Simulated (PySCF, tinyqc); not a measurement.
RHF in the sto-6g basis, for CH2, spin multiplicity 1, step by step (part 1 of 2). The lowest restricted solution is unstable here: a spin-polarised one lies 0.0299 hartree lower (PySCF). Computed by tinyqc, a small Python program that keeps every step (integrals from PySCF). Settings: charge = 0, multiplicity = 1, basis = sto-6g, energy threshold = 1e-09, iteration cap = 87, orthogonalisation = canonical, start = atomic densities, DIIS depth = 6, DIIS from iteration = 2, method = RHF. Command: `OMP_NUM_THREADS=1 python tinyqc.py 23799 23800 out.jsonl` (the two numbers bound the seeds that draw the settings). One thread of a shared host (Intel(R) Xeon(R) Processor @ 2.60GHz), about 0.1 s of CPU time with the checks. Later iterations appear only in the table of the cycle.

## One-electron integrals

Geometry (angstrom):
```
atom         x          y         z
C     0.000000   0.000000  0.000000
H     0.000000   0.940000  0.673000
H     0.000000  -0.940000  0.673000
```

Basis sto-6g: exponents (1/bohr^2) and contraction coefficients of normalised primitives:
```
element  l (shell)    exponent  coefficient
C            s (1)  742.737049     0.009164
C            s (1)  136.180025     0.049361
C            s (1)   38.098264     0.168538
C            s (1)   13.087782     0.370563
C            s (1)    5.082369     0.416492
C            s (1)    2.093200     0.130334
C            s (2)   30.497239    -0.013253
C            s (2)    6.036200    -0.046992
C            s (2)    1.876046    -0.033785
C            s (2)    0.721783     0.250242
C            s (2)    0.313471     0.595117
C            s (2)    0.143687     0.240706
C            p (3)   30.497239     0.003760
C            p (3)    6.036200     0.037679
C            p (3)    1.876046     0.173897
C            p (3)    0.721783     0.418036
C            p (3)    0.313471     0.425860
C            p (3)    0.143687     0.101708
H            s (1)   35.523221     0.009164
H            s (1)    6.513144     0.049361
H            s (1)    1.822143     0.168538
H            s (1)    0.625955     0.370563
H            s (1)    0.243077     0.416492
H            s (1)    0.100112     0.130334
```

Overlap, kinetic and nuclear-attraction integrals over the contracted functions; the nuclear repulsion is the sum of Za Zb / Rab.

nuclear repulsion = 5.77426965 hartree

overlap S:
```
           1C 1s     1C 2s    1C 2px     1C 2py    1C 2pz     2H 1s      3H 1s
1C 1s   1.000000  0.243228  0.000000   0.000000  0.000000  0.055520   0.055520
1C 2s   0.243228  1.000000  0.000000   0.000000  0.000000  0.454054   0.454054
1C 2px  0.000000  0.000000  1.000000   0.000000  0.000000  0.000000   0.000000
1C 2py  0.000000  0.000000  0.000000   1.000000  0.000000  0.360948  -0.360948
1C 2pz  0.000000  0.000000  0.000000   0.000000  1.000000  0.258423   0.258423
2H 1s   0.055520  0.454054  0.000000   0.360948  0.258423  1.000000   0.145006
3H 1s   0.055520  0.454054  0.000000  -0.360948  0.258423  0.145006   1.000000
```

kinetic energy T (hartree):
```
            1C 1s      1C 2s    1C 2px     1C 2py    1C 2pz      2H 1s      3H 1s
1C 1s   16.068641  -0.492789  0.000000   0.000000  0.000000  -0.008820  -0.008820
1C 2s   -0.492789   0.492405  0.000000   0.000000  0.000000   0.086118   0.086118
1C 2px   0.000000   0.000000  1.479234   0.000000  0.000000   0.000000   0.000000
1C 2py   0.000000   0.000000  0.000000   1.479234  0.000000   0.182106  -0.182106
1C 2pz   0.000000   0.000000  0.000000   0.000000  1.479234   0.130380   0.130380
2H 1s   -0.008820   0.086118  0.000000   0.182106  0.130380   0.768522  -0.009975
3H 1s   -0.008820   0.086118  0.000000  -0.182106  0.130380  -0.009975   0.768522
```

nuclear attraction V (hartree):
```
             1C 1s      1C 2s     1C 2px     1C 2py     1C 2pz      2H 1s      3H 1s
1C 1s   -34.923427  -3.841090   0.000000   0.000000  -0.018500  -0.988928  -0.988928
1C 2s    -3.841090  -6.056488   0.000000   0.000000  -0.184615  -2.322003  -2.322003
1C 2px    0.000000   0.000000  -5.980565   0.000000   0.000000   0.000000   0.000000
1C 2py    0.000000   0.000000   0.000000  -6.130703   0.000000  -1.708014   1.708014
1C 2pz   -0.018500  -0.184615   0.000000   0.000000  -6.057525  -1.267813  -1.267813
2H 1s    -0.988928  -2.322003   0.000000  -1.708014  -1.267813  -4.222020  -0.662736
3H 1s    -0.988928  -2.322003   0.000000   1.708014  -1.267813  -0.662736  -4.222020
```

core Hamiltonian H = T + V (hartree):
```
             1C 1s      1C 2s     1C 2px     1C 2py     1C 2pz      2H 1s      3H 1s
1C 1s   -18.854786  -4.333879   0.000000   0.000000  -0.018500  -0.997748  -0.997748
1C 2s    -4.333879  -5.564083   0.000000   0.000000  -0.184615  -2.235885  -2.235885
1C 2px    0.000000   0.000000  -4.501331   0.000000   0.000000   0.000000   0.000000
1C 2py    0.000000   0.000000   0.000000  -4.651469   0.000000  -1.525908   1.525908
1C 2pz   -0.018500  -0.184615   0.000000   0.000000  -4.578291  -1.137433  -1.137433
2H 1s    -0.997748  -2.235885   0.000000  -1.525908  -1.137433  -3.453498  -0.672711
3H 1s    -0.997748  -2.235885   0.000000   1.525908  -1.137433  -0.672711  -3.453498
```

## Two-electron integrals

Functions are numbered as in S; the eight-fold symmetry (ij|kl) = (ji|kl) = (kl|ij) leaves the list below.

Two-electron integrals (ij|kl) in chemists' order, unique and non-zero (hartree):
```
(11|11) 3.543743    (21|11) 0.529462    (21|21) 0.100317    (22|11) 0.853596
(22|21) 0.199930    (22|22) 0.624844    (31|31) 0.021271    (32|31) 0.031868
(32|32) 0.138108    (33|11) 0.853598    (33|21) 0.199930    (33|22) 0.624843
(33|33) 0.673218    (41|41) 0.021271    (42|41) 0.031868    (42|42) 0.138108
(43|43) 0.036281    (44|11) 0.853598    (44|21) 0.199930    (44|22) 0.624843
(44|33) 0.600655    (44|44) 0.673218    (51|51) 0.021271    (52|51) 0.031868
(52|52) 0.138108    (53|53) 0.036281    (54|54) 0.036281    (55|11) 0.853598
(55|21) 0.199930    (55|22) 0.624843    (55|33) 0.600655    (55|44) 0.600655
(55|55) 0.673218    (61|11) 0.127478    (61|21) 0.023244    (61|22) 0.045550
(61|33) 0.045378    (61|41) 0.001239    (61|42) 0.002394    (61|44) 0.045720
(61|51) 0.000887    (61|52) 0.001714    (61|54) 0.000245    (61|55) 0.045553
(61|61) 0.005539    (62|11) 0.299658    (62|21) 0.071197    (62|22) 0.244355
(62|33) 0.238610    (62|41) 0.005884    (62|42) 0.038973    (62|44) 0.250004
(62|51) 0.004212    (62|52) 0.027903    (62|54) 0.008157    (62|55) 0.244451
(62|61) 0.017016    (62|62) 0.125398    (63|31) 0.007701    (63|32) 0.039189
(63|43) 0.007640    (63|53) 0.005470    (63|63) 0.015440    (64|11) 0.207878
(64|21) 0.050092    (64|22) 0.182047    (64|33) 0.172948    (64|41) 0.011270
(64|42) 0.065950    (64|44) 0.196172    (64|51) 0.002555    (64|52) 0.019160
(64|54) 0.011157    (64|55) 0.177020    (64|61) 0.012562    (64|62) 0.110950
(64|64) 0.111789    (65|11) 0.148832    (65|21) 0.035864    (65|22) 0.130338
(65|33) 0.123824    (65|41) 0.002555    (65|42) 0.019160    (65|44) 0.129510
(65|51) 0.009531    (65|52) 0.052907    (65|54) 0.011712    (65|55) 0.137679
(65|61) 0.008994    (65|62) 0.079436    (65|64) 0.068982    (65|65) 0.064828
(66|11) 0.449651    (66|21) 0.108926    (66|22) 0.423629    (66|33) 0.401300
(66|41) 0.011398    (66|42) 0.100393    (66|44) 0.445587    (66|51) 0.008160
(66|52) 0.071877    (66|54) 0.031707    (66|55) 0.424001    (66|61) 0.026503
(66|62) 0.274780    (66|64) 0.268731    (66|65) 0.192400    (66|66) 0.774999
(71|11) 0.127478    (71|21) 0.023244    (71|22) 0.045550    (71|33) 0.045378
(71|41) -0.001239   (71|42) -0.002394   (71|44) 0.045720    (71|51) 0.000887
(71|52) 0.001714    (71|54) -0.000245   (71|55) 0.045553    (71|61) 0.005380
(71|62) 0.015984    (71|64) 0.010675    (71|65) 0.008455    (71|66) 0.024340
(71|71) 0.005539    (72|11) 0.299658    (72|21) 0.071197    (72|22) 0.244355
(72|33) 0.238610    (72|41) -0.005884   (72|42) -0.038973   (72|44) 0.250004
(72|51) 0.004212    (72|52) 0.027903    (72|54) -0.008157   (72|55) 0.244451
(72|61) 0.015984    (72|62) 0.091739    (72|64) 0.058064    (72|65) 0.056644
(72|66) 0.158424    (72|71) 0.017016    (72|72) 0.125398    (73|31) 0.007701
(73|32) 0.039189    (73|43) -0.007640   (73|53) 0.005470    (73|63) 0.010629
(73|73) 0.015440    (74|11) -0.207878   (74|21) -0.050092   (74|22) -0.182047
(74|33) -0.172948   (74|41) 0.011270    (74|42) 0.065950    (74|44) -0.196172
(74|51) -0.002555   (74|52) -0.019160   (74|54) 0.011157    (74|55) -0.177020
(74|61) -0.010675   (74|62) -0.058064   (74|64) -0.027281   (74|65) -0.035127
(74|66) -0.092243   (74|71) -0.012562   (74|72) -0.110950   (74|74) 0.111789
(75|11) 0.148832    (75|21) 0.035864    (75|22) 0.130338    (75|33) 0.123824
(75|41) -0.002555   (75|42) -0.019160   (75|44) 0.129510    (75|51) 0.009531
(75|52) 0.052907    (75|54) -0.011712   (75|55) 0.137679    (75|61) 0.008455
(75|62) 0.056644    (75|64) 0.035127    (75|65) 0.044846    (75|66) 0.103945
(75|71) 0.008994    (75|72) 0.079436    (75|74) -0.068982   (75|75) 0.064828
(76|11) 0.082647    (76|21) 0.019737    (76|22) 0.070805    (76|33) 0.068765
(76|44) 0.070637    (76|51) 0.001892    (76|52) 0.013575    (76|55) 0.073013
(76|61) 0.004618    (76|62) 0.033405    (76|64) 0.025555    (76|65) 0.023215
(76|66) 0.069676    (76|71) 0.004618    (76|72) 0.033405    (76|74) -0.025555
(76|75) 0.023215    (76|76) 0.010955    (77|11) 0.449651    (77|21) 0.108926
(77|22) 0.423629    (77|33) 0.401300    (77|41) -0.011398   (77|42) -0.100393
(77|44) 0.445587    (77|51) 0.008160    (77|52) 0.071877    (77|54) -0.031707
(77|55) 0.424001    (77|61) 0.024340    (77|62) 0.158424    (77|64) 0.092243
(77|65) 0.103945    (77|66) 0.279972    (77|71) 0.026503    (77|72) 0.274780
(77|74) -0.268731   (77|75) 0.192400    (77|76) 0.069676    (77|77) 0.774999
```

## Orthogonalisation

S = U s U^T; canonical form X = U s^(-1/2), so that X^T S X = 1. Each column of U has its largest component positive (the first on a tie).

eigenvalues of S: 0.313225  0.411917  0.868047  1.000000  1.101076  1.443078  1.862659

X:
```
                1          2          3         4          5          6         7
1C 1s   -0.286476   0.000000   0.775958  0.000000  -0.601095   0.000000  0.169948
1C 2s    1.181932   0.000000  -0.349251  0.000000  -0.307657   0.000000  0.434922
1C 2px   0.000000   0.000000   0.000000  1.000000   0.000000   0.000000  0.000000
1C 2py   0.000000   1.021344   0.000000  0.000000   0.000000   0.628654  0.000000
1C 2pz   0.614948   0.000000   0.615283  0.000000   0.648152   0.000000  0.220262
2H 1s   -0.817130  -0.832025  -0.157085  0.000000   0.126754   0.385849  0.367636
3H 1s   -0.817130   0.832025  -0.157085  0.000000   0.126754  -0.385849  0.367636
```

## Starting guess

The start is atomic minimal-basis densities projected into this basis (PySCF's MINAO start) and scaled to the electron count of each spin; this density is not idempotent, so its energy is not variational and may lie below the converged one.

D at the start:
```
            1C 1s      1C 2s    1C 2px     1C 2py     1C 2pz      2H 1s      3H 1s
1C 1s    2.136921  -0.497545  0.000000   0.000000   0.012809  -0.021153  -0.021153
1C 2s   -0.497545   2.057777  0.000000   0.000000  -0.051698   0.085142   0.085142
1C 2px   0.000000   0.000000  0.658403   0.000000   0.000000   0.000000   0.000000
1C 2py   0.000000   0.000000  0.000000   0.597248   0.000000   0.049599  -0.049599
1C 2pz   0.012809  -0.051698  0.000000   0.000000   0.626828   0.024689   0.024689
2H 1s   -0.021153   0.085142  0.000000   0.049599   0.024689   0.952698   0.042726
3H 1s   -0.021153   0.085142  0.000000  -0.049599   0.024689   0.042726   0.952698
```

## Iteration 1: building the Fock matrix

J_ij = sum D_kl (ij|kl), K_ij = sum D_kl (ik|jl); F = H + J - 0.5 K; E = tr D H + tr D J / 2 - 0.25 tr D K + E_nn.

Coulomb J (hartree):
```
            1C 1s     1C 2s    1C 2px     1C 2py    1C 2pz     2H 1s      3H 1s
1C 1s   11.420262  2.064366  0.000000   0.000000  0.015768  0.485750   0.485750
1C 2s    2.064366  5.028749  0.000000   0.000000  0.143035  2.003826   2.003826
1C 2px   0.000000  0.000000  4.983882   0.000000  0.000000  0.000000   0.000000
1C 2py   0.000000  0.000000  0.000000   5.073008  0.000000  1.501879  -1.501879
1C 2pz   0.015768  0.143035  0.000000   0.000000  5.029358  1.112998   1.112998
2H 1s    0.485750  2.003826  0.000000   1.501879  1.112998  3.646187   0.586591
3H 1s    0.485750  2.003826  0.000000  -1.501879  1.112998  0.586591   3.646187
```

exchange K (hartree):
```
           1C 1s     1C 2s    1C 2px     1C 2py    1C 2pz     2H 1s      3H 1s
1C 1s   7.300788  1.169327  0.000000   0.000000  0.020146  0.310378   0.310378
1C 2s   1.169327  1.895652  0.000000   0.000000  0.162366  0.957108   0.957108
1C 2px  0.000000  0.000000  0.830676   0.000000  0.000000  0.000000   0.000000
1C 2py  0.000000  0.000000  0.000000   1.018845  0.000000  0.475591  -0.475591
1C 2pz  0.020146  0.162366  0.000000   0.000000  0.925973  0.385622   0.385622
2H 1s   0.310378  0.957108  0.000000   0.475591  0.385622  1.203191   0.373839
3H 1s   0.310378  0.957108  0.000000  -0.475591  0.385622  0.373839   1.203191
```

Fock matrix F (hartree):
```
             1C 1s      1C 2s    1C 2px     1C 2py     1C 2pz      2H 1s      3H 1s
1C 1s   -11.084918  -2.854177  0.000000   0.000000  -0.012805  -0.667187  -0.667187
1C 2s    -2.854177  -1.483160  0.000000   0.000000  -0.122763  -0.710613  -0.710613
1C 2px    0.000000   0.000000  0.067213   0.000000   0.000000   0.000000   0.000000
1C 2py    0.000000   0.000000  0.000000  -0.087883   0.000000  -0.261824   0.261824
1C 2pz   -0.012805  -0.122763  0.000000   0.000000  -0.011919  -0.217246  -0.217246
2H 1s    -0.667187  -0.710613  0.000000  -0.261824  -0.217246  -0.408906  -0.273039
3H 1s    -0.667187  -0.710613  0.000000   0.261824  -0.217246  -0.273039  -0.408906
```

total energy of this density = -38.58336582 hartree

This density is the starting one; it is not idempotent, so its energy is not variational and may lie below the converged one.

## Iteration 1: diagonalisation and new density

Diagonalise F' = X^T F X, C = X C', fill 4 alpha and 4 beta electrons from the bottom; D = 2 C_occ C_occ^T. Each column has its largest component positive (the first on a tie).

F' = X^T F X (hartree):
```
           1         2          3         4          5          6          7
1   0.419209  0.000000   0.831501  0.000000  -0.501404   0.000000   0.095700
2   0.000000  0.610190   0.000000  0.000000   0.000000   0.098345   0.000000
3   0.831501  0.000000  -5.052565  0.000000   4.912174   0.000000  -2.128826
4   0.000000  0.000000   0.000000  0.067213   0.000000   0.000000   0.000000
5  -0.501404  0.000000   4.912174  0.000000  -4.926380   0.000000   2.367845
6   0.000000  0.098345   0.000000  0.000000   0.000000  -0.329225   0.000000
7   0.095700  0.000000  -2.128826  0.000000   2.367845   0.000000  -1.923631
```

orbital energies (hartree): MO1 -11.087669, MO2 -0.905635, MO3 -0.339410, MO4 -0.082032, MO5 0.067213, MO6 0.591968, MO7 0.620375

coefficients C:
```
              MO1        MO2        MO3        MO4       MO5        MO6        MO7
1C 1s    0.995532  -0.222282   0.000000   0.116104  0.000000  -0.142846   0.000000
1C 2s    0.019359   0.746604   0.000000  -0.601181  0.000000   0.939968   0.000000
1C 2px   0.000000   0.000000   0.000000   0.000000  1.000000   0.000000   0.000000
1C 2py   0.000000   0.000000   0.520097   0.000000  0.000000   0.000000   1.080670
1C 2pz   0.002965   0.090385   0.000000   0.728530  0.000000   0.828503   0.000000
2H 1s   -0.003345   0.239125   0.469506   0.314710  0.000000  -0.829075  -0.787851
3H 1s   -0.003345   0.239125  -0.469506   0.314710  0.000000  -0.829075   0.787851
```

D after iteration 1:
```
            1C 1s      1C 2s    1C 2px     1C 2py     1C 2pz      2H 1s      3H 1s
1C 1s    2.107945  -0.432967  0.000000   0.000000   0.134892  -0.039889  -0.039889
1C 2s   -0.432967   1.838421  0.000000   0.000000  -0.740879  -0.021461  -0.021461
1C 2px   0.000000   0.000000  0.000000   0.000000   0.000000   0.000000   0.000000
1C 2py   0.000000   0.000000  0.000000   0.541002   0.000000   0.488377  -0.488377
1C 2pz   0.134892  -0.740879  0.000000   0.000000   1.077869   0.501758   0.501758
2H 1s   -0.039889  -0.021461  0.000000   0.488377   0.501758   0.753340  -0.128402
3H 1s   -0.039889  -0.021461  0.000000  -0.488377   0.501758  -0.128402   0.753340
```

## Iteration 2: building the Fock matrix

As before.

Coulomb J (hartree):
```
            1C 1s     1C 2s    1C 2px     1C 2py     1C 2pz     2H 1s      3H 1s
1C 1s   11.277665  2.039490  0.000000   0.000000  -0.006056  0.478898   0.478898
1C 2s    2.039490  4.995541  0.000000   0.000000   0.049710  1.985231   1.985231
1C 2px   0.000000  0.000000  4.892939   0.000000   0.000000  0.000000   0.000000
1C 2py   0.000000  0.000000  0.000000   5.054189   0.000000  1.495307  -1.495307
1C 2pz  -0.006056  0.049710  0.000000   0.000000   5.039497  1.086733   1.086733
2H 1s    0.478898  1.985231  0.000000   1.495307   1.086733  3.630280   0.579680
3H 1s    0.478898  1.985231  0.000000  -1.495307   1.086733  0.579680   3.630280
```

exchange K (hartree):
```
           1C 1s      1C 2s    1C 2px     1C 2py     1C 2pz     2H 1s      3H 1s
1C 1s   7.219225   1.127003  0.000000   0.000000   0.002114  0.281550   0.281550
1C 2s   1.127003   1.675818  0.000000   0.000000  -0.113753  0.800046   0.800046
1C 2px  0.000000   0.000000  0.371722   0.000000   0.000000  0.000000   0.000000
1C 2py  0.000000   0.000000  0.000000   1.248053   0.000000  0.641436  -0.641436
1C 2pz  0.002114  -0.113753  0.000000   0.000000   1.395713  0.468843   0.468843
2H 1s   0.281550   0.800046  0.000000   0.641436   0.468843  1.254933   0.237630
3H 1s   0.281550   0.800046  0.000000  -0.641436   0.468843  0.237630   1.254933
```

Fock matrix F (hartree):
```
             1C 1s      1C 2s    1C 2px     1C 2py     1C 2pz      2H 1s      3H 1s
1C 1s   -11.186734  -2.857891  0.000000   0.000000  -0.025613  -0.659625  -0.659625
1C 2s    -2.857891  -1.406451  0.000000   0.000000  -0.078029  -0.650678  -0.650678
1C 2px    0.000000   0.000000  0.205747   0.000000   0.000000   0.000000   0.000000
1C 2py    0.000000   0.000000  0.000000  -0.221306   0.000000  -0.351319   0.351319
1C 2pz   -0.025613  -0.078029  0.000000   0.000000  -0.236650  -0.285121  -0.285121
2H 1s    -0.659625  -0.650678  0.000000  -0.351319  -0.285121  -0.450684  -0.211846
3H 1s    -0.659625  -0.650678  0.000000   0.351319  -0.285121  -0.211846  -0.450684
```

total energy of this density = -38.73926367 hartree

## Iteration 2: diagonalisation and new density

As before.

F' = X^T F X (hartree):
```
           1         2          3         4          5          6          7
1   0.442981  0.000000   0.842125  0.000000  -0.488906   0.000000   0.120317
2   0.000000  0.632648   0.000000  0.000000   0.000000   0.101877   0.000000
3   0.842125  0.000000  -5.182368  0.000000   4.863954   0.000000  -2.228315
4   0.000000  0.000000   0.000000  0.205747   0.000000   0.000000   0.000000
5  -0.488906  0.000000   4.863954  0.000000  -5.092887   0.000000   2.302633
6   0.000000  0.101877   0.000000  0.000000   0.000000  -0.499448   0.000000
7   0.120317  0.000000  -2.228315  0.000000   2.302633   0.000000  -1.892416
```

orbital energies (hartree): MO1 -11.188960, MO2 -0.827189, MO3 -0.508543, MO4 -0.317327, MO5 0.205747, MO6 0.608786, MO7 0.641742

coefficients C:
```
              MO1        MO2        MO3        MO4       MO5        MO6        MO7
1C 1s    0.996037  -0.211197   0.000000   0.124613  0.000000  -0.148845   0.000000
1C 2s    0.017843   0.702065   0.000000  -0.614104  0.000000   0.965616   0.000000
1C 2px   0.000000   0.000000   0.000000   0.000000  1.000000   0.000000   0.000000
1C 2py   0.000000   0.000000   0.535346   0.000000  0.000000   0.000000   1.073198
1C 2pz   0.004515   0.146410   0.000000   0.754790  0.000000   0.796359   0.000000
2H 1s   -0.004325   0.259886   0.458303   0.259999  0.000000  -0.841689  -0.794420
3H 1s   -0.004325   0.259886  -0.458303   0.259999  0.000000  -0.841689   0.794420
```

D after iteration 2:
```
            1C 1s      1C 2s    1C 2px     1C 2py     1C 2pz      2H 1s      3H 1s
1C 1s    2.104445  -0.414053  0.000000   0.000000   0.135265  -0.053593  -0.053593
1C 2s   -0.414053   1.740674  0.000000   0.000000  -0.721300   0.045427   0.045427
1C 2px   0.000000   0.000000  0.000000   0.000000   0.000000   0.000000   0.000000
1C 2py   0.000000   0.000000  0.000000   0.573191   0.000000   0.490702  -0.490702
1C 2pz   0.135265  -0.721300  0.000000   0.000000   1.182328   0.468550   0.468550
2H 1s   -0.053593   0.045427  0.000000   0.490702   0.468550   0.690402  -0.149765
3H 1s   -0.053593   0.045427  0.000000  -0.490702   0.468550  -0.149765   0.690402
```
